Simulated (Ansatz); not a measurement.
**Other spins and charges of AsF⁻, doublet at one geometry**

Geometry (PBE0/def2-TZVPD stationary point for this spin):

```xyz
2

F     0.0000    0.0000    0.0000
As    0.0000    0.0000    1.8470
```

Basis aug-cc-pVTZ; Ansatz 0.2.0. Only valence electrons are correlated (noble-gas cores and the filled d shells of p-block atoms frozen). Prefix R: restricted or restricted open-shell reference; prefix U: unrestricted. Active spaces: valence = (13e, 8o) chosen from the atoms' valence shells. No spin–orbit coupling is included, and no scalar relativity.

Gaps are energies of the second state less the first, at fixed atoms, for a selection of the levels run; each method lands on the state that its own search finds for that charge and spin.

The highest occupied Kohn–Sham level of the anion is positive, up to +0.84 eV, so in those functionals the extra electron is held by the basis alone, which enters their differences from the reference.

Removing an electron, to the triplet: 0.994 eV at UCCSDT(Q).

```csv
level,gap (eV),error (meV)
UHF,0.154,-840
UCCSD,0.954,-40
BCCD(T),0.998,4
UCCSDT,0.993,-1
CASSCF (valence space),0.011,-983
NEVPT2 (valence space),0.595,-399
PBE0,1.048,54
B3LYP,1.196,202
B2PLYP,1.033,39
RPA-PBE,1.311,317
```

Functionals correlate the shells that the reference freezes, so part of their error here is the reference's.

Full CI isn't at hand for all of this; UCCSDT(Q) serves as the reference, and is uncertain by the last step of the cluster series or more. The frozen core follows each run's orbitals, which can shift R against U totals by a few meV for light atoms and by up to 0.1 eV past Ca.
